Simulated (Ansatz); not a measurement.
This was printed by a script on the Ansatz DFT code, driven from Python, for a single point in a Gaussian basis of C₃H₅Cl₃, SMILES ClCCC(Cl)Cl. What did the script look like? Settings: revpbe0, cc-pVDZ basis, multiplicity 1.

```tsv
atom	x (Å)	y (Å)	z (Å)
Cl	-2.0097	-0.5753	-1.2345
C	-1.3119	0.1667	0.2308
C	0.0995	-0.3631	0.5078
C	1.1306	0.1031	-0.5294
Cl	2.6773	-0.7386	-0.2573
Cl	1.4182	1.8604	-0.4092
H	-1.9684	-0.0878	1.0894
H	-1.3071	1.2710	0.1192
H	0.0655	-1.4744	0.5228
H	0.4199	-0.0244	1.5171
H	0.7863	-0.1376	-1.5568
```

Output of `python c3h5cl3.py`:
```text
[INFO] E = -40754.113399 eV = -1497.6860433 Ha
converged: True  doubts: none
[INFO] forces (eV/A)
[INFO]   Cl   -0.1665    0.0283   -0.1933
[INFO]   C     0.2661    0.2492    0.8125
[INFO]   C    -0.1217    0.0470    0.0585
[INFO]   C    -0.3879   -0.4680    0.1334
[INFO]   Cl    0.1894   -0.2646   -0.0774
[INFO]   Cl   -0.1735    0.2261   -0.1500
[INFO]   H     0.1361    0.0401   -0.3899
[INFO]   H    -0.0862   -0.3918   -0.1317
[INFO]   H     0.1400    0.3704   -0.0831
[INFO]   H    -0.0655   -0.0774   -0.3137
[INFO]   H     0.2697    0.2407    0.3346
[INFO] dipole (D): -1.066 -0.192 1.412, length 1.780
[INFO] atom  Mulliken   Lowdin
[INFO] Cl      -0.123    0.183
[INFO] C       -0.095   -0.163
[INFO] C        0.010   -0.103
[INFO] C       -0.180   -0.381
[INFO] Cl      -0.048    0.204
[INFO] Cl      -0.052    0.204
[INFO] H        0.095    0.014
[INFO] H        0.102    0.000
[INFO] H        0.079    0.024
[INFO] H        0.072    0.026
[INFO] H        0.138   -0.008
[INFO] Alpha     -23.095 eV  occupation 2
[INFO] Alpha     -21.565 eV  occupation 2
[INFO] Alpha     -18.738 eV  occupation 2
[INFO] Alpha     -16.927 eV  occupation 2
[INFO] Alpha     -14.215 eV  occupation 2
[INFO] Alpha     -13.785 eV  occupation 2
[INFO] Alpha     -12.980 eV  occupation 2
[INFO] Alpha     -12.513 eV  occupation 2
[INFO] Alpha     -11.786 eV  occupation 2
[INFO] Alpha     -11.301 eV  occupation 2
[INFO] Alpha     -10.732 eV  occupation 2
[INFO] Alpha      -9.461 eV  occupation 2
[INFO] Alpha      -9.198 eV  occupation 2
[INFO] Alpha      -8.999 eV  occupation 2
[INFO] Alpha      -8.708 eV  occupation 2
[INFO] Alpha      -8.610 eV  occupation 2
[INFO] Alpha      -8.442 eV  occupation 2
[INFO] Alpha       0.201 eV  occupation 0
[INFO] Alpha       0.876 eV  occupation 0
[INFO] Alpha       0.937 eV  occupation 0
[INFO] Alpha       2.160 eV  occupation 0
[INFO] Alpha       2.494 eV  occupation 0
[INFO] Alpha       2.904 eV  occupation 0
[INFO] Alpha       3.420 eV  occupation 0
[INFO] Alpha       3.915 eV  occupation 0
[INFO] Alpha       4.699 eV  occupation 0
[INFO] Alpha       5.188 eV  occupation 0
```

The script that was run (others could print the same):

The script, `c3h5cl3.py`:
```python
"""Electronic structure of the C3H5Cl3 molecule."""

from pathlib import Path
import logging
import sys

import ansatz
import numpy as np

logging.basicConfig(stream=sys.stdout, format="[%(levelname)s] %(message)s")
logger = logging.getLogger("ansatz_job")
logger.setLevel(logging.INFO)

GEOMETRY = """
Cl   -2.00970   -0.57530   -1.23450
C    -1.31190    0.16670    0.23080
C     0.09950   -0.36310    0.50780
C     1.13060    0.10310   -0.52940
Cl    2.67730   -0.73860   -0.25730
Cl    1.41820    1.86040   -0.40920
H    -1.96840   -0.08780    1.08940
H    -1.30710    1.27100    0.11920
H     0.06550   -1.47440    0.52280
H     0.41990   -0.02440    1.51710
H     0.78630   -0.13760   -1.55680
"""

mol = ansatz.Crystal.molecule()
for line in GEOMETRY.strip().splitlines():
    symbol, *xyz = line.split()
    mol = mol.atom(symbol, [float(v) for v in xyz])

base = (
    mol.calculation()
    .basis(gaussian="cc-pVDZ")
    .functional("REVPBE0")
    .scf(lower_state_search="off")  # control of the self-consistency loop
    .forces()  # minus the gradient of the free energy
    .orbitals()
)
outcome = base.run(threads=1, pin="off", runs_dir="out")
rep = outcome.report

logger.info(f"E = {rep['free_energy_ev']:.6f} eV = {rep['free_energy_ev'] / 27.211386246:.7f} Ha")
print("converged:", rep["converged"], " doubts:", rep["published_state_doubts"] or "none")

symbols = [site.symbol for site in mol.cartesian_sites]
logger.info("forces (eV/A)")
for symbol, f in zip(symbols, rep["forces_ev_ang"]):
    logger.info(f"  {symbol:2s} {f[0]:9.4f} {f[1]:9.4f} {f[2]:9.4f}")

charges = rep["charge_distribution"]
dipole = np.array(charges["dipole_moment_e_ang"]) * 4.803205
logger.info("dipole (D): {:.3f} {:.3f} {:.3f}, length {:.3f}".format(*dipole, np.linalg.norm(dipole)))
logger.info("atom  Mulliken   Lowdin")
for symbol, m, l in zip(symbols, charges["mulliken_charges_e"], charges["lowdin_charges_e"]):
    logger.info(f"{symbol:4s} {m:9.3f} {l:8.3f}")

lines = Path(rep["orbitals_path"]).read_text().splitlines()
field_of = lambda key: [line.split("=")[1].strip() for line in lines if line.startswith(key)]
orbitals = [(27.211386 * float(e), s, float(n)) for e, s, n in zip(field_of("Ene="), field_of("Spin="), field_of("Occup="))]
homo = max(e for e, _, n in orbitals if n > 0.5)
lumo = min(e for e, _, n in orbitals if n < 0.5)
for e, spin, n in sorted(orbitals):
    if homo - 15 < e < lumo + 5:
        logger.info(f"{spin:6s} {e:10.3f} eV  occupation {n:.0f}")
```

Notes:
- The settings weren't tested for convergence.
- The geometry is a force-field or estimated start, not a minimum of this method, and the basis set is short of its limit.
- The Löwdin charges here are taken after orthogonalising the functions within each atom; they differ from plain Löwdin charges, and their signs can be unphysical.
- Alpha marks a spatial orbital of a restricted run, filled by both spins.
- Levels such as HOMO and LUMO are orbital energies: with these approximate functionals they aren't the ionisation energy and electron affinity, and their gap isn't the fundamental gap.
- Wall time of the script: 5.6 s on 1 thread of Arm Neoverse V2, on a shared host, peak memory 0.32 GiB.

(Lines on the test bed's own set-up are left out of the output.)
